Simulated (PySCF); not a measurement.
Gas-phase reaction: Si + 3 Cl2 + SiF2 = 2 SiCl3F

Computed with PySCF (xtb for GFN2) and rigid-rotor harmonic-oscillator thermochemistry at 1 bar. † marks an energy on the PBE0/def2-TZVP geometry and frequencies; other levels use their own. MP2 and CCSD(T) freeze the core. Open shells (unrestricted): Si (multiplicity 3, electronic degeneracy 9); the rest are closed-shell singlets. GFN2 has no spin-polarisation term. Spin-orbit splitting is ignored; it lowers the true energy and changes the entropy of Si. B3LYP is the form with VWN-RPA correlation. MP2 isn't extrapolated to the basis-set limit; its ΔH°(298 K) is -1664.9 kJ in def2-SVP and -1684.8 kJ in def2-TZVPP. CCSD(T) isn't extrapolated to the basis-set limit; its ΔH°(298 K) is -1570.5 kJ in def2-SVP and -1596.5 kJ in def2-TZVPP. The harmonic model lacks anharmonicity and excited electronic states, which grow with temperature; levels with a mode under 35 cm⁻¹ are left out.

```
level                ΔE electronic, kJ  ΔH°(298 K), kJ  ΔS°(298 K), J/K  ΔG°(1200 K), kJ
-------------------  -----------------  --------------  ---------------  ---------------
B3LYP/def2-TZVP†                 -1538           -1523             -431            -1018
CCSD(T)/def2-TZVPP†              -1611           -1596             -431            -1091
GFN2-xTB                         -1311           -1299             -410             -821
HF/def2-TZVP†                    -1559           -1544             -431            -1039
MP2/def2-SVP†                    -1680           -1665             -431            -1160
PBE/def2-TZVP†                   -1546           -1531             -431            -1026
PBE0/def2-SVP†                   -1646           -1631             -431            -1126
r2SCAN/def2-TZVP†                -1671           -1657             -431            -1152
LDA/def2-TZVP†                   -1677           -1662             -431            -1157
```
ΔH° is lowest at MP2/def2-SVP† and highest at GFN2-xTB. No reference value is set beside these.
